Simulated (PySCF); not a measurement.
# Computed NMR parameters against published values

Structure with atom numbers: `[N:1]#[C:2][c:3]1[cH:4][cH:5][cH:6][cH:7][cH:8]1`; H(Xn) means a hydrogen on atom n.

Published estimates (parent shift plus substituent increments) and measurements: δ 13C C6 132.4; C4/C8 132.1; C5/C7 129.1; C3 113.1 ppm (estimated from measurements, as parent shift plus tabulated substituent increment; solution, CCl4; Levy, Lichter, Nelson pp. 111-112; Breitmaier, Voelter pp. 256-258, as tabulated by Wired Chemist).
δ 1H H(C4)/H(C8) 7.62; H(C6) 7.54; H(C5)/H(C7) 7.44 ppm (measured; solution, CCl4; Shapiro, Mohrmann, J. Phys. Chem. Ref. Data 1977, 6, 919).
δ 1H H(C4)/H(C8) 7.60; H(C6) 7.56; H(C5)/H(C7) 7.44 ppm (measured; solution, CCl4, 309 K; Shapiro, Mohrmann, J. Phys. Chem. Ref. Data 1977, 6, 919).
δ 13C C6 132.8; C4/C8 132.0; C5/C7 129.2; δ 1H H(C4)/H(C8) 7.66; H(C6) 7.62; H(C5)/H(C7) 7.48 ppm (estimated from measurements, as parent shift plus tabulated substituent increment; solution, not stated per compound (mostly CDCl3 or CCl4); Pretsch, Buehlmann, Badertscher, Structure Determination of Organic Compounds, 4th ed. (2009)).

Theoretical values (PySCF 2.14): PBE0/pcSseg-1 with gauge-including orbitals, GFN2-xTB geometry. One conformer, rapidly exchanging positions averaged, non-relativistic, no solvent.

(1) What does the calculation give, and how does it compare?

(2) How far are the unscaled 13C shifts from the references?

(3) How far are the unscaled 1H shifts from the references?

Answers

(1) 
Reference values: estimated from measurements, as parent shift plus tabulated substituent increment (solution, CCl4; Levy, Lichter, Nelson pp. 111-112; Breitmaier, Voelter pp. 256-258, as tabulated by Wired Chemist).
| atoms | quantity | reference | computed | computed, scaled |
| --- | --- | --- | --- | --- |
| C6 | δ 13C | 132.4 | 137.7 | 132.0 |
| C4/C8 | δ 13C | 132.1 | 140.0 | 134.2 |
| C5/C7 | δ 13C | 129.1 | 134.5 | 128.9 |
| C3 | δ 13C | 113.1 | 117.8 | 112.6 |

Reference values: measured (solution, CCl4; Shapiro, Mohrmann, J. Phys. Chem. Ref. Data 1977, 6, 919).
| atoms | quantity | reference | computed | computed, scaled |
| --- | --- | --- | --- | --- |
| H(C4)/H(C8) | δ 1H | 7.62 | 8.00 | 7.63 |
| H(C6) | δ 1H | 7.54 | 7.84 | 7.49 |
| H(C5)/H(C7) | δ 1H | 7.44 | 7.78 | 7.43 |

Reference values: measured (solution, CCl4, 309 K; Shapiro, Mohrmann, J. Phys. Chem. Ref. Data 1977, 6, 919).
```csv
atoms,quantity,reference,computed,"computed, scaled"
H(C4)/H(C8),δ 1H,7.60,8.00,7.63
H(C6),δ 1H,7.56,7.84,7.49
H(C5)/H(C7),δ 1H,7.44,7.78,7.43
```

Reference values: estimated from measurements, as parent shift plus tabulated substituent increment (solution, not stated per compound (mostly CDCl3 or CCl4); Pretsch, Buehlmann, Badertscher, Structure Determination of Organic Compounds, 4th ed. (2009)).
```
      atoms  quantity  reference  computed  computed, scaled
         C6     δ 13C      132.8     137.7             132.0
      C4/C8     δ 13C      132.0     140.0             134.2
      C5/C7     δ 13C      129.2     134.5             128.9
H(C4)/H(C8)      δ 1H       7.66      8.00              7.63
      H(C6)      δ 1H       7.62      7.84              7.49
H(C5)/H(C7)      δ 1H       7.48      7.78              7.43
```

Computed shifts are σ(ref) − σ with the named reference compound (TMS for H and C) calculated as an isolated molecule at the same level. The measured values may be among those fitted. Expected solution values come from regression of measured δ (H and C: mostly CDCl3, vs TMS) on computed σ: 1H (scatter 0.17 ppm rms, 0.18 ppm with the 4 outliers that the fit left out); 13C (scatter 2.1 ppm rms, 2.3 ppm with the 13 outliers that the fit left out). Occasional misses reach two or three times the rms, and more in compound classes unlike the fitted ones.

(2) Mean signed difference +5.93 ppm, mean absolute 5.93 ppm over 7 comparisons; the largest is +8.0 ppm at C4/C8 (aromatic CH).

(3) Mean signed difference +0.32 ppm, mean absolute 0.32 ppm over 9 comparisons; the largest is +0.40 ppm at H(C4)/H(C8) (hydrogen on an aromatic CH).

16 of the 32 published NMR values on file for this molecule are compared. The rest: values whose atom or origin is in doubt.
